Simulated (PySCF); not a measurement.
These 6 structures share the formula C5H5F. Method used: PySCF, PBE0-D3(BJ)/def2-SVP geometry optimisation, gas phase. One conformer each; no zero-point energy, no entropy. No frequencies were run at this level. Point groups hold within 0.08 Å.

Question: Rank from lowest to highest electronic energy at this level (kcal/mol).
A. `C#C[C@@H]1C[C@@H]1F`
B. `C=C1C(C)=C1F`
C. `C=C(F)C#CC`
D. `CC(F)=C1C=C1`
E. `[CH2:1]=[C:2]=[CH:3][C:4](=[CH2:5])[F:6]` with C2–C3–C4–C5 180°
F. `FC1=CC=CC1`

Answer: F (0.0), E (31.9), C (33.7), A (46.3), B (50.6), D (55.2).

As drawn, the highest has a three-membered ring, which the lowest lacks. Neighbours under 2.5 kcal/mol apart (C=C=CC(=C)F and C=C(F)C#CC) can change places with a better method, another conformer or zero-point energy.

```json
{"SMILES": "FC1=CC=CC1", "E (Eh)": "-292.80405", "E rel (kcal/mol)": "0.0", "dipole (D)": "1.09", "point group": "Cs", "A, B, C (MHz)": "8342, 3368, 2436"}
{"SMILES": "C=C=CC(=C)F", "E (Eh)": "-292.75327", "E rel (kcal/mol)": "31.9", "dipole (D)": "1.31", "point group": "Cs", "A, B, C (MHz)": "9622, 2182, 1801"}
{"SMILES": "C=C(F)C#CC", "E (Eh)": "-292.75035", "E rel (kcal/mol)": "33.7", "dipole (D)": "2.26", "point group": "–", "A, B, C (MHz)": "10093, 1725, 1487"}
{"SMILES": "C#C[C@@H]1C[C@@H]1F", "E (Eh)": "-292.73020", "E rel (kcal/mol)": "46.3", "dipole (D)": "1.80", "point group": "C1", "A, B, C (MHz)": "6535, 2891, 2284"}
{"SMILES": "C=C1C(C)=C1F", "E (Eh)": "-292.72344", "E rel (kcal/mol)": "50.6", "dipole (D)": "2.35", "point group": "Cs", "A, B, C (MHz)": "3858, 3716, 1915"}
{"SMILES": "CC(F)=C1C=C1", "E (Eh)": "-292.71608", "E rel (kcal/mol)": "55.2", "dipole (D)": "2.76", "point group": "Cs", "A, B, C (MHz)": "7481, 2667, 1991"}
```

Q: How do the relative energies change in single points at PBE0/pcSseg-1 (no added dispersion term) on the same geometries?

A: 
```csv
SMILES,PBE0-D3(BJ)/def2-SVP (kcal/mol),PBE0/pcSseg-1 (kcal/mol),shift
FC1=CC=CC1,0.0,0.0,0.0
C=C=CC(=C)F,31.9,29.0,-2.9
C=C(F)C#CC,33.7,30.3,-3.4
C#C[C@@H]1C[C@@H]1F,46.3,43.9,-2.4
C=C1C(C)=C1F,50.6,49.9,-0.7
CC(F)=C1C=C1,55.2,53.7,-1.5
```

Each column counts from its own lowest isomer. The order is unchanged; the largest shift is 3.4 kcal/mol.
